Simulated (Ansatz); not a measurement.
# CH4OSi (SMILES OC=[SiH2]): functionals against CCSD(T) at one geometry

How do the functionals fare away from a minimum? The structure is a structure displaced at random from a GFN2-xTB minimum.

The runs use Ansatz 0.2.0, Gaussian basis; single points in def2-TZVPP.

Correlated methods freeze the cores.

## (1) The system as given

7 atoms, charge 0, spin multiplicity 1.

Atoms are counted from 1 here; the program's logs count them from 0.

Bond lengths: O1–C2 1.447 Å, O1–H4 0.928 Å, C2–Si3 1.754 Å, C2–H5 1.157 Å, Si3–H6 1.398 Å, Si3–H7 1.170 Å. Angles: C2–O1–H4 104.9°, O1–C2–Si3 125.9°, O1–C2–H5 111.9°, Si3–C2–H5 120.7°, C2–Si3–H6 116.3°, C2–Si3–H7 126.7°, H6–Si3–H7 117.0°.

Geometry (Å):

```xyz
7
CH4OSi
O    -1.18090   -0.96920   -0.72540
C    -0.41320    0.16190   -0.25160
Si    1.04910    0.08140    0.71300
H    -1.84650   -0.59990   -1.25620
H    -0.71520    1.14320   -0.78500
H     1.67510    1.30030    0.99100
H     1.51670   -0.87660    1.19430
```

## (2) CCSD(T)/def2-TZVPP

run/in.yaml reads:

```yaml
crystal:
  periodic: [false, false, false]
  atoms:
    - {symbol: O, position_ang: [-1.180900, -0.969200, -0.725400]}
    - {symbol: C, position_ang: [-0.413200, 0.161900, -0.251600]}
    - {symbol: Si, position_ang: [1.049100, 0.081400, 0.713000]}
    - {symbol: H, position_ang: [-1.846500, -0.599900, -1.256200]}
    - {symbol: H, position_ang: [-0.715200, 1.143200, -0.785000]}
    - {symbol: H, position_ang: [1.675100, 1.300300, 0.991000]}
    - {symbol: H, position_ang: [1.516700, -0.876600, 1.194300]}
basis:
  gaussian: {orbitals: def2-TZVPP}
correlation: {method: ccsd_t}
output: {forces: true}
```

No record of the launch command was kept for these runs.

## (3) PBE0-D4/def2-TZVPP

Edit run/in.yaml of step 2 so:

```diff
@@ -12,3 +12,3 @@
   gaussian: {orbitals: def2-TZVPP}
-correlation: {method: ccsd_t}
-output: {forces: true}
+hamiltonian: {xc: pbe0, dispersion: d4}
+output: {forces: true, orbitals: {seedname: orbitals}}
```

## (4) wB97M-V/def2-TZVPP

Edit run/in.yaml of step 3 so:

```diff
@@ -12,3 +12,3 @@
   gaussian: {orbitals: def2-TZVPP}
-hamiltonian: {xc: pbe0, dispersion: d4}
-output: {forces: true, orbitals: {seedname: orbitals}}
+hamiltonian: {xc: {name: wB97M-V}}
+output: {forces: true}
```

## (5) r2SCAN-D4/def2-TZVPP

Edit run/in.yaml of step 4 so:

```diff
@@ -12,3 +12,3 @@
   gaussian: {orbitals: def2-TZVPP}
-hamiltonian: {xc: {name: wB97M-V}}
+hamiltonian: {xc: r2scan, dispersion: d4}
 output: {forces: true}
```

## (6) PBE-D4/def2-TZVPP

Edit run/in.yaml of step 5 so:

```diff
@@ -12,3 +12,3 @@
   gaussian: {orbitals: def2-TZVPP}
-hamiltonian: {xc: r2scan, dispersion: d4}
+hamiltonian: {xc: pbe, dispersion: d4}
 output: {forces: true}
```

## (7) B97M-V/def2-TZVPP

Edit run/in.yaml of step 6 so:

```diff
@@ -12,3 +12,3 @@
   gaussian: {orbitals: def2-TZVPP}
-hamiltonian: {xc: pbe, dispersion: d4}
+hamiltonian: {xc: {name: B97M-V}}
 output: {forces: true}
```

## (8) BLYP-D4/def2-TZVPP

Edit run/in.yaml of step 7 so:

```diff
@@ -12,3 +12,3 @@
   gaussian: {orbitals: def2-TZVPP}
-hamiltonian: {xc: {name: B97M-V}}
+hamiltonian: {xc: {name: BLYP}, dispersion: d4}
 output: {forces: true}
```

(Steps that only read results are left out.)

What does the calculation give? Wanted: energy less free atoms, CCSD(T)/def2-TZVPP; RMS force component; RMS force error; HOMO and LUMO, PBE0-D4; T1 diagnostic.

**Answer**, as computed:

| quantity | value |
| --- | --- |
| energy less free atoms, CCSD(T)/def2-TZVPP | -2095.1 kJ/mol |
| RMS force component | 3.637 to 3.760 eV/Å over the methods |
| RMS force error | PBE0-D4 0.209, wB97M-V 0.217, r2SCAN-D4 0.117, PBE-D4 0.186, B97M-V 0.173, BLYP-D4 0.188 eV/Å |
| HOMO and LUMO, PBE0-D4 | -5.76 and -1.06 eV |
| T1 diagnostic | 0.016 |

In words: Against CCSD(T) the functionals' energies less atoms differ by -112.1 to -46.0 kJ/mol, PBE-D4 by -112.1 kJ/mol. CCSD(T) in triple zeta still lacks some correlation energy of the bonds, so part of these gaps is its own basis error and they don't rank the functionals. The forces of r2SCAN-D4 come nearest to CCSD(T), those of wB97M-V are farthest. Frozen-core CCSD(T) forces in triple zeta carry basis errors of their own, and this is one geometry, so small gaps rank nothing. The restricted Hartree–Fock reference is unstable towards an unrestricted one at one or more of these structures.
